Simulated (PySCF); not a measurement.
Species: C2H2F (charge -1, singlet). It need not be the lowest isomer of its formula. Whether it binds its extra electron was not tested at this geometry. SMILES: C=[C-]F
Geometry: optimised at B3LYP-D3(BJ)/def2-TZVP (Ansatz).

Dispersion corrections to the total energy (kcal/mol) from the dftd3 and dftd4 libraries through PySCF: D3(BJ) without and D4 with the three-body term, each with the damping fitted for the functional named.

```json
[
 {"functional": "B2GP-PLYP", "D3(BJ)": "-0.66", "D4": "-0.60"},
 {"functional": "CAM-B3LYP", "D3(BJ)": "___", "D4": "-1.21"},
 {"functional": "HSE06", "D3(BJ)": "-0.69", "D4": "-1.12"},
 {"functional": "BP86", "D3(BJ)": "-1.79", "D4": "-1.90"},
 {"functional": "BLYP", "D3(BJ)": "-2.59", "D4": "___"},
 {"functional": "BHLYP", "D3(BJ)": "___", "D4": "-1.60"},
 {"functional": "revPBE", "D3(BJ)": "-3.37", "D4": "-5.96"}
]
```

**Question.** Complete the blanks.

**Answer.** 
- CAM-B3LYP, D3(BJ): -0.84
- BLYP, D4: -3.54
- BHLYP, D3(BJ): -1.59
